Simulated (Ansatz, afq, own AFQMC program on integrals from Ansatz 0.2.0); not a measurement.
**Where AFQMC and coupled cluster stand for AlBGeH, quartet**

```xyz
4

Al    0.0000    0.2264    1.7059
Ge    0.0000    0.1417   -0.7424
B     0.0000   -1.5656    0.4266
H     0.0000    0.5205    3.2642
```

Connectivity, by distances: AlH–Ge–B, closed to a ring.

Basis cc-pVDZ. Noble-gas cores (and the filled d shells of Ga–Kr and In–Xe) are frozen. Ansatz 0.2.0 and our own AFQMC program on the same integrals; the CISD trial comes from CCSD amplitudes, and released means the phaseless constraint is let go. Error bars are statistical, one sigma. No spin–orbit coupling.

Determinant: UHF, the one that the program's search chose, which needn't be the lowest solution. The geometry is a point of a scan.

No full CI on the walks' own integrals is used here; CCSDT(Q) serves as the reference and is uncertain by about the last step of the cluster series.

Cautions: no relativity below Rb; no spin-orbit coupling; inner d shell frozen; lower spins were not checked.

```
T1 diagnostic                               : 0.0309
weight of the determinant in the CISD state : 0.827
⟨S²⟩ of the determinant                     : 3.793
size of the correlated space                : 11 electrons in 44 orbitals
```

Reference: CCSDT(Q), correlation energy -6.252 eV. The released energy is read at 2.40 1/Eh (meV from the phaseless value at times in 1/Eh: -12 ± 16 at 0.24, -38 ± 14 at 0.51, -27 ± 15 at 0.99, -29 ± 16 at 1.62, -24 ± 23 at 2.40).

| level | E − E(reference) (mEh) | share of correlation (%) |
| --- | --- | --- |
| HF | 229.76 | 0.00 |
| MP2 | 51.30 | 77.67 |
| CCSD | 14.55 | 93.67 |
| CCSD(T) | 3.05 | 98.67 |
| CCSDT | 1.03 | 99.55 |
| ph-AFQMC/HF | 4.18 ± 1.93 | 98.18 |
| ph-AFQMC/CISD | 1.36 ± 0.57 | 99.41 |
| released AFQMC | 0.48 ± 0.83 | 99.79 |

A walk keeps the symmetry of its determinant, which the program's search chose and which needn't be the lowest solution, so a lower state of the same spin and another symmetry isn't excluded. Released energies are given only where the last usable release times agree within the noise; a slower fall can still hide under it.
